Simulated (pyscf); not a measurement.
Elementary routes open to H₃C–CH₂–SiH₃ + hydrogen chloride (HCl) in the gas phase (singlet surface):
A. ethane (H₃C–CH₃) + H₃Si–Cl (C–Si, Cl–H broken; C–H, Cl–Si formed)
B. H₃C–CH₂–SiH₂–Cl + hydrogen (H₂) (H–Si, Cl–H broken; Cl–Si, H–H formed)

Single points on ωB97X-D3(BJ)/def2-SVP structures (PySCF, gas phase).

**Question.** Rank the routes by free-energy barrier at 298 K, lowest first, for ωB97M-D3(BJ)/def2-TZVP energies (ideal gas, 1 atm, RRHO with modes under 100 cm⁻¹ raised to 100, one conformer, R ln 2 for chiral ones without a mode under 150 cm⁻¹).

**Answer.** B (1.87 eV), A (2.09 eV)

Route B is the fastest of these, ahead of the next by 0.23 eV. The most stable products are those of A (ΔG = -0.97 eV), whose barrier is 0.23 eV higher: the kinetic and the thermodynamic product differ. At 1200 K B is still the fastest. Only these routes are compared; each barrier is that of the saddle found, and lower ones may exist.
